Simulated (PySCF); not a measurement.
**Partners of water**

Gas-phase complexes of water, each in one structure from a short search with a few starts, optimised by PBE0-D3(BJ)/def2-SVPD or PBE0-D3(BJ)/def2-TZVPD; other ways of binding may lie lower. Energies in kcal/mol, wB97M-D3(BJ)/def2-TZVPD, counterpoise-corrected (PySCF): interaction is complex less parts frozen as they stand in it, binding adds what it costs to deform them. Contacts are written partner···water; electrostatic, Pauli and orbital are terms of the uncorrected same energy, whose rest is dispersion or correlation.

2 other partners are left out, for which the search missed the form known or expected to bind best.

Frequency runs check only 3 of the 6 structures; an imaginary mode is left, so that the point isn't a minimum, in the complex with phosphine (72i cm⁻¹). 1 further partner within 0.25 kcal/mol of a listed one is not ranked.

(1) Order these partners of water by binding energy, strongest first: dimethyl sulfide, hydrogen sulfide, phosphine, hydronium, PH2F, methanol.

Results:

(1) hydronium (-34.7), methanol (-5.5), dimethyl sulfide (-5.2), PH2F (-2.9), hydrogen sulfide (-2.5), phosphine (-1.5).
| partner | contact | distance (Å) | binding | interaction | electrostatic | Pauli | orbital |
| --- | --- | --- | --- | --- | --- | --- | --- |
| hydronium | H···O | 1.20 | -34.7 | -52.0 | -43.6 | 57.2 | -64.8 |
| methanol | O···H | 1.89 | -5.5 | -5.6 | -9.5 | 8.4 | -3.6 |
| dimethyl sulfide | S···H | 2.31 | -5.2 | -5.3 | -8.3 | 8.8 | -4.3 |
| PH2F | F···H | 2.09 | -2.9 | -2.9 | -3.7 | 2.8 | -1.2 |
| hydrogen sulfide | H···O | 2.15 | -2.5 | -2.6 | -4.9 | 4.7 | -1.8 |
| phosphine | P···O | 3.29 | -1.5 | -1.5 | -2.2 | 2.0 | -0.6 |
